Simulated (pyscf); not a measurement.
Single points on ωB97X-D3(BJ)/def2-SVP structures (PySCF, gas phase).

Question: For the elementary gas-phase step H₂B–OH + borane (BH₃) -> H₂B–O–BH₂ + hydrogen (H₂) (singlet surface; H–O, B–H broken, B–O, H–H formed), what barrier and reaction energy does ωB97M-D3(BJ)/def2-TZVP give, measured from the separated reactants?

Answer: ΔE‡ = 55.7 kJ/mol, ΔE = -100.4 kJ/mol. Zero-point energy shifts the barrier by +1.5 kJ/mol. It is a four-centre exchange, with an imaginary mode of 1462i cm⁻¹. On the reactant side the descent ends in an adduct with a B–O contact, 49.4 kJ/mol under the separated species and 107.2 kJ/mol under the saddle at ωB97X-D3(BJ)/def2-TZVP. What is counted as formed (B–O) is already present as a longer contact in the reactant adduct; forming that adduct is a step of its own. This is the saddle that the search found; another between the same sides may lie lower.
